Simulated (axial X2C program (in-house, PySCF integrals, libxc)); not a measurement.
# SPS⁺: bond lengths and stretches, held linear

An exercise on one series of results from a longer session: the logs are not shown, and one member is left open.

The runs use an in-house X2C program for linear molecules on PySCF integrals; all-electron X2C, two-component (2c) or spin-free, S dyall-av3z, P dyall-v3z.

All values are calculated.

1 further run of the same task is left out (set aside as unsound or not needed).

The first run:

Input file task.json:

```json
{
 "zs": [
  16,
  15,
  16
 ],
 "q": 1,
 "bas": [
  "dyall-av3z",
  "dyall-v3z",
  "dyall-av3z"
 ],
 "r0": [
  1.96,
  1.96
 ],
 "symm": 1,
 "scan": [
  "PBE0",
  "HF",
  "r2SCAN"
 ],
 "levels": [
  "PBE0",
  "HF",
  "TPSSh"
 ],
 "nst": 2
}
```

Keys: zs atomic numbers; q charge; bas basis sets; r0 starting distance in Å; symm equal bonds; scan levels of the two-bond scan (MP2 follows by itself at each HF point); levels methods; nst determinants followed.

Started as:

```bash
> python solin.py task.json out
```

Masses S 31.972, P 30.974, S 31.972 u.

Steps of the session up to this table: Scan at PBE0, 2c; Scan at HF, 2c; Scan at r2SCAN, 2c.

One table of the session follows, with a row left open; its other results are not shown here.

```
            level  r(S–P) (Å)  r(P–S) (Å)  lower stretch (cm⁻¹)  upper stretch (cm⁻¹)
         PBE0, 2c       1.846       1.846                 578.9                1005.1
           HF, 2c       1.817       1.817                 624.3                1038.3
       r2SCAN, 2c       1.853       1.853                 568.9                 998.0
          MP2, 2c       1.864       1.864                 555.7                1016.5
  PBE0, spin-free       1.846       1.846                 579.1                1005.4
    HF, spin-free       1.817       1.817                 624.5                1038.6
r2SCAN, spin-free       1.853       1.853                 569.0                 998.3
   MP2, spin-free           ?           ?                     ?                     ?
```

**Question.** Estimate the row for MP2, spin-free.

**Answer.** r(S–P) (Å): 1.864; r(P–S) (Å): 1.864; lower stretch (cm⁻¹): 555.8; upper stretch (cm⁻¹): 1016.8.

Scans not shown above were run alike.

**Reading.** Over the levels the S–P bond spans 1.817 to 1.864 Å and the P–S bond 1.817 to 1.864 Å. At PBE0 spin–orbit coupling leaves both bonds unchanged to 0.001 Å. Each state is one determinant, the lowest of a limited PBE0 search; the stretches come from a fit to few points and are good to some per cent at best. MP2 freezes inner shells (threshold -2 hartree). The molecule was held linear; bending was not examined, so a bent shape may lie lower.
